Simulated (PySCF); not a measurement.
C₄H₃FS.
Numbering: `[F:1]/[CH:2]=[CH:3]/[CH:4]=[C:5]=[S:6]` (hydrogens: H7 on C2; H8 on C3; H9 on C4)

Method used: TDDFT PBE0/def2-SVPD, vertical, gas phase, core orbitals frozen in the response (PySCF). The structure is a single PBE0-D3(BJ)/def2-SVP conformer in the gas phase; no vibrational or solvent corrections. Torsions of this conformer, `[F:1]/[CH:2]=[CH:3]/[CH:4]=[C:5]=[S:6]`: C2–C3–C4–C5 180°.

Each state is given a Gaussian of 0.4 eV full width at half maximum, with ε(max) = 2.175×10⁸ f / Δν̃ (Δν̃ the width in cm⁻¹). The width is an assumption, not a result. The curve ends short of the highest state used, and states not computed would add to its high-energy end.

(E (eV), ε (L mol⁻¹ cm⁻¹)): (1.48, 0), (1.68, 0), (1.87, 0), (2.06, 0), (2.26, 0), (2.45, 0), (2.64, 0), (2.84, 0), (3.03, 0), (3.23, 0), (3.42, 0), (3.61, 0), (3.81, 0), (4.00, 0), (4.19, 1), (4.39, 137), (4.58, 2893), (4.77, 17453), (4.97, 29968), (5.16, 13884), (5.35, 2018), (5.55, 727), (5.74, 1730), (5.94, 10910)

Question: Where are the band maxima, and which computed states make them?

Answer: 251 nm (4.95 eV), ε about 30000, made up of S3 (100%) (ε in L mol⁻¹ cm⁻¹; maxima over ε = 5, shares over 10%). At its high-energy end, 5.94 eV, the curve is still rising (ε about 11000, from S6). The states used: S1 2.08 eV (f 0.0000); S2 4.75 eV (f 0.0000); S3 4.95 eV (f 0.448); S4 5.63 eV (f 0.010); S5 6.12 eV (f 0.0006); S6 6.16 eV (f 0.336); S7 6.40 eV (f 0.0001); S8 6.41 eV (f 0.407); S9 6.44 eV (f 0.0005); S10 6.54 eV (f 0.0095).

Question: Does any computed singlet lie in the visible range?

Answer: S1 lies in the visible range (380 to 750 nm), at 595 nm, dark in the vertical dipole picture (f under 0.0005); light of that wavelength is yellow to orange, and its complementary colour is blue to green-blue; a Tamm–Dancoff triplet lies at 711 nm, without intensity as long as spin–orbit coupling is left out.

Question: On this curve, what absorbance would a 10⁻³ mol/L sample give at 254 nm over a 1 cm path?

Answer: 254 nm is 4.881 eV, where ε is about 28000 L mol⁻¹ cm⁻¹, so A = ε c l ≈ 28 (Beer–Lambert, with the gas-phase spectrum and the assumed width).

Question: Coming from long wavelengths, where does ε first pass 100 L mol⁻¹ cm⁻¹?

Answer: At about 283 nm (4.38 eV), 2.29 eV above S1.

All these states lie below the vertical ionisation energy of 8.08 eV (ΔSCF).
